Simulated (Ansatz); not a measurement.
Barrier height from HO + Cl to the transition structure ClHO, without zero-point energy, on the benchmark's geometries as Psi4's copy of the set gives them.
Transition structure (charge 0, multiplicity 3):
```xyz
3

Cl     0.01882    -0.81730     0.00000
H     -0.47049     0.56948     0.00000
O      0.01882     1.66558     0.00000
```

Open shells are unrestricted; no spin–orbit coupling.

Run with Ansatz (a program for electronic structure) with Gaussian orbitals. Each number belongs to the level named beside it.

Give the barrier height at the level HF/aug-cc-pV(Q+d)Z.

24.2 kcal/mol

Predict the barrier height from BLYP/def2-TZVPPD.

-3.4 kcal/mol

What is the computed barrier height (HF/aug-cc-pV(D+d)Z)?

23.3 kcal/mol
